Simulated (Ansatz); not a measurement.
## AsH3⁺, doublet: reading a ladder of total energies

Geometry: displaced at random from a stationary point.

```yaml
atoms:
  - { symbol: As, position_ang: [0.0002, -0.0001, -0.0150] }
  - { symbol: H, position_ang: [1.4355, -0.0025, 0.3959] }
  - { symbol: H, position_ang: [-0.6845, 1.2816, 0.3451] }
  - { symbol: H, position_ang: [-0.7640, -1.2710, 0.3770] }
```

Basis 6-31G (Cartesian d functions); Ansatz 0.2.0. Only valence electrons are correlated (noble-gas cores and the filled d shells of p-block atoms frozen), which leaves 7 electrons in 21 orbitals. Prefix R: restricted or restricted open-shell reference. No spin–orbit coupling is included, and no scalar relativity.

Full CI is exact within this basis and frozen core; it isn't the basis-set limit.

Runs differ by some tens of microhartree through their thresholds and, for an open shell, their frozen cores, so steps under 0.03 kcal/mol mean nothing.

```csv
level,total energy (hartree)
RHF,-2235.241449
RMP2,-2235.295402
RCCSD,-2235.316143
RCCSD(T),-2235.317036
RCCSDT,-2235.317334
RCCSDT(Q),-2235.317364
RCCSDTQ,-2235.317371
full CI,-2235.317367
```

Question: What is the correlation energy at full CI, and what share of it do RMP2 and RCCSD recover?

Answer: E(corr) = -2235.317367 − (-2235.241449) = -0.075918 hartree = -2.066 eV. RMP2: -0.053953 / -0.075918 = 71.07 %. RCCSD: -0.074694 / -0.075918 = 98.39 %.

Question: By how many kcal/mol does RCCSD(T) miss full CI (1 hartree = 627.509 kcal/mol), and which steps make up the rest?

Answer: -2235.317036 − (-2235.317367) = 0.000331 hartree = 0.21 kcal/mol. Steps: RCCSDT − RCCSD(T) = -0.19, RCCSDT(Q) − RCCSDT = -0.02, RCCSDTQ − RCCSDT(Q) = 0.00, full CI − RCCSDTQ = 0.00 kcal/mol. That is within 1 kcal/mol of the reference in this basis, which itself misses far more of the correlation at the basis-set limit.
